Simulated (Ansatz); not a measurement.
**BH₂⁻, singlet: reading a ladder of total energies**

Geometry: a point of a stretch scan, not a stationary point.

```yaml
atoms:
  - { symbol: B, position_ang: [0.0000, -0.2715, 0.1828] }
  - { symbol: H, position_ang: [0.0000, 2.3980, -3.1127] }
  - { symbol: H, position_ang: [0.0000, 0.5135, 1.1519] }
```

Basis aug-cc-pVDZ; Ansatz 0.2.0. Correlated methods freeze the noble-gas cores, which leaves 6 electrons in 40 orbitals. Prefix R: restricted or restricted open-shell reference.

Full CI is exact within this basis and frozen core; it isn't the basis-set limit.

Runs differ by some tens of microhartree through their thresholds, so steps under 0.03 kcal/mol mean nothing.

| level | total energy (hartree) |
| --- | --- |
| RHF | -25.616014 |
| RMP2 | -25.705123 |
| RCCSD | -25.745026 |
| RCCSD(T) | -25.747373 |
| RCCSDT | -25.748342 |
| RCCSDT(Q) | -25.748482 |
| RCCSDTQ | -25.748474 |
| full CI | -25.748473 |

Task: What is the correlation energy at full CI, and what share of it do RMP2 and RCCSD(T) recover?

Result: E(corr) = -25.748473 − (-25.616014) = -0.132459 hartree = -3.604 eV. RMP2: -0.089109 / -0.132459 = 67.27 %. RCCSD(T): -0.131359 / -0.132459 = 99.17 %.

Task: By how many kcal/mol does RCCSD(T) miss full CI (1 hartree = 627.509 kcal/mol), and which steps make up the rest?

Result: -25.747373 − (-25.748473) = 0.001100 hartree = 0.69 kcal/mol. Steps: RCCSDT − RCCSD(T) = -0.61, RCCSDT(Q) − RCCSDT = -0.09, RCCSDTQ − RCCSDT(Q) = 0.01, full CI − RCCSDTQ = 0.00 kcal/mol. That is within 1 kcal/mol of the reference in this basis, which itself misses far more of the correlation at the basis-set limit.
